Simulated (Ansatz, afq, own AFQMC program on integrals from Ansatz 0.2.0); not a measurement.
# CH2Si, singlet → CH2Si⁺, doublet

```xyz
4

Si    0.0000    0.0000    0.5957
C     0.0000    0.0000   -1.1063
H     0.0000   -0.9093   -1.7078
H     0.0000    0.9093   -1.7078
```

Connectivity, by distances: Si–CH2.

E(doublet, charge +1) − E(singlet, charge +0) at this geometry, on RHF and UHF determinants.

Basis cc-pVDZ. Noble-gas cores (and the filled d shells of Ga–Kr and In–Xe) are frozen. Integrals, coupled cluster, full CI and functionals: Ansatz 0.2.0; the random walks run on the same integrals in our own AFQMC program. The CISD trial takes its coefficients from CCSD amplitudes. Released means that phaseless walkers are propagated on without the constraint, phases kept. ± is one standard error of the sampling. The errors of all members are added in quadrature.

No full CI on the walks' own integrals is used here; CCSDT(Q) serves as the reference and is uncertain by about the last step of the cluster series. Each member takes its own surest rung, up to full CI.

The best estimate is CCSD(T) at the basis-set limit (CBS: def2-TZVPP and def2-QZVPP, with their diffuse functions for anions and beside diffuse sets, CCSD(T) itself extrapolated) plus the step from CCSD(T) to CCSDT(Q) in cc-pVDZ. Rows without CBS are in cc-pVDZ, the functionals in def2-TZVP; B2PLYP and the wave-function rows carry a basis error of their own. Core correlation and relativity beyond core potentials are missing, and ± holds the sampling alone.

Cautions: CH₂Si (singlet): restricted determinant unstable towards unrestricted (UHF 43 meV lower, ⟨S²⟩ 0.25); CH₂Si⁺ (doublet): the released energies are still falling, so no released level is given (meV from the phaseless value at times in 1/Eh: -15 ± 10 at 0.24, -17 ± 9 at 0.51, -29 ± 10 at 0.99, -31 ± 13 at 1.62, -46 ± 13 at 2.40), the ph-AFQMC/CISD walk drifts between its halves (2.6 errors).

```json
{"level": "PBE", "vertical ionization energy (kJ/mol)": "860.3"}
{"level": "PBE0", "vertical ionization energy (kJ/mol)": "847.2"}
{"level": "CCSD", "vertical ionization energy (kJ/mol)": "825.1"}
```

Problem. From these cheaper values, estimate the vertical ionization energy at the level of the best estimate.

Solution. 867.8 kJ/mol (best estimate, highest rung CCSDT(Q)).

```csv
level,vertical ionization energy (kJ/mol),error against the best estimate (kJ/mol)
HF,712.3,-155.5
MP2,837.4,-30.5
CCSD(T),836.4,-31.5
CCSDT,836.4,-31.4
CCSDT(Q),837.7,-30.1
ph-AFQMC/CISD,838.6 ± 2.1,-29.2 ± 2.1
HF/CBS,712.1,-155.7
MP2/CBS,869.3,1.5
CCSD(T)/CBS,866.4,-1.4
r2SCAN,850.3,-17.5
B3LYP,851.8,-16.1
wB97M-V,841.4,-26.4
B2PLYP,847.5,-20.3
```

Correlation beyond CCSD(T) adds 1.4 kJ/mol. Going to the basis-set limit adds 30.1 kJ/mol at CCSD(T). The perturbative (T) step is worth +11.3 kJ/mol. The functionals spread over 18.9 kJ/mol; PBE comes nearest and wB97M-V is 26.4 kJ/mol too low.

Best estimates are given only where the step beyond CCSD(T) is under 0.3 eV and no member's determinant is very poor (T1 over 0.05, or 0.07 for open shells, ⟨S²⟩ too high by 0.3, two states mixed), so the hardest cases are missing from such tables.

The functionals ran in a triple-zeta set and keep a basis error of their own, a few kJ/mol for each bond in atomization energies and more for double hybrids, so close places among them and the extrapolated levels can swap.

CCSDT and higher add their correlation energy to the determinant of the CCSD(T) run, since their own runs factorise the integrals more tightly (a shift of under 2 meV). Each member of a difference takes its own highest rung, so a best estimate needn't equal the limit plus the step of one row. A walk keeps the symmetry of its determinant, which the program's search chose and which needn't be the lowest solution, so a lower state of the same spin and another symmetry isn't excluded.
